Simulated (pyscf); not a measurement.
**Hydrogen abstraction: H₂N–SiH₂–NH₂ + NH [triplet] -> H₂N–SiH•–NH₂ + amino radical (NH₂•)**

Gas phase, triplet surface, charge 0. Bonds broken: Si1–H4. Bonds formed: H4–N10. Optimised with ωB97X-D3(BJ)/def2-SVP in PySCF.

Transition state (Å):

```xyz
11

Si    -0.4989     0.0574     0.2523
N      0.2551     1.4834    -0.3491
N     -0.8040    -1.0109    -1.0690
H     -1.7683     0.7854     1.0906
H      0.2528    -0.7880     1.2396
H      0.0677     2.3800     0.0848
H      1.1164     1.4773    -0.8840
H     -1.2644    -0.6866    -1.9127
H     -0.9175    -2.0084    -0.9284
N     -2.6519     1.5942     1.7402
H     -3.3542     0.8364     1.8899
```

One imaginary mode, 1525i cm⁻¹; descent along it reached the two sides named, in the forms told below.

```csv
bond,change,reactant side (Å),saddle,product side
Si1–H4,breaks,1.502,1.686,3.0
H4–N10,forms,2.9,1.363,1.036
```

Electronic energies relative to the separated reactants (kcal/mol):

```csv
level,barrier,reaction energy,reverse barrier
ωB97X-D3(BJ)/def2-TZVP,8.8,-0.7,9.5
PBE/def2-TZVP,-1.4,-8.2,6.8
r²SCAN/def2-TZVP,2.9,-5.3,8.1
B3LYP-D3(BJ)/def2-TZVP,5.2,-3.1,8.3
PBE0-D3(BJ)/def2-TZVP,4.6,-4.0,8.7
M06-2X/def2-TZVP,9.4,-1.3,10.7
ωB97M-D3(BJ)/def2-TZVP,10.3,+0.6,9.7
HF/def2-TZVP,30.8,+13.8,17.0
```

With ωB97M-D3(BJ)/def2-TZVP energies and thermal terms (ideal gas, 1 atm, RRHO with modes under 100 cm⁻¹ raised to 100, one conformer, R ln 2 for chiral ones without a mode under 150 cm⁻¹), in kcal/mol:

| T (K) | ΔH‡ | ΔG‡ | ΔH | ΔG |
|---|---|---|---|---|
| 298 | 9.1 | 16.9 | +2.0 | +0.2 |
| 600 | 9.5 | 24.6 | +1.9 | -1.7 |
| 900 | 10.1 | 32.0 | +1.5 | -3.4 |
| 1200 | 10.6 | 39.2 | +1.0 | -5.0 |

On the product side the descent ends in a complex (not fully relaxed), 4.0 kcal/mol under the separated species and 13.5 kcal/mol under the saddle at ωB97X-D3(BJ)/def2-TZVP. At PBE this geometry lies under the reactants; that is no barrier but a single point on another level's saddle; such a level's own saddle, if it has one, lies nearer that side and is low. H₂N–SiH•–NH₂ + NH₂• also meet on a surface of lower spin, which isn't treated here. One saddle was located; it need not be the lowest between these sides. The angle at the transferred H is 169°.
